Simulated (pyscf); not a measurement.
HC≡C–CH₃ (SMILES C#CC) + •H₂C–CH₃ (SMILES [CH2]C) -> H₃C–C•=CH–CH₂–CH₃ (SMILES C[C]=CCC), an addition (doublet surface; none broken, C–C formed). PySCF, gas phase, ωB97X-D3(BJ)/def2-SVP geometries. Energies in kcal/mol from the separated reactants.

Small-basis levels: PySCF, no dispersion term, spherical d functions. Open shells are spin-unrestricted. 

Q: In single points B3LYP/6-31G* puts the saddle at 6.2 kcal/mol and the reaction energy at -30.6 kcal/mol. Should these be trusted to within a few kcal/mol? Compare with ωB97M-D3(BJ)/def2-TZVP.

A: ωB97M-D3(BJ)/def2-TZVP gives ΔE‡ = 7.2 kcal/mol and ΔE = -28.2 kcal/mol. B3LYP/6-31G* lies 0.9 kcal/mol under it in the barrier and 2.3 kcal/mol under it in the reaction energy, so on this step it holds to within 3.0 kcal/mol. ωB97M-D3(BJ)/def2-TZVP has limits of its own. H₃C–C•=CH–CH₂–CH₃ lies 24.9 kcal/mol over its isomer cyclic C₅H₉ (SMILES [CH]1CCCC1) [doublet] (electronic energy, ωB97M-D3(BJ)/def2-TZVP). One saddle was located; it need not be the lowest between these sides.
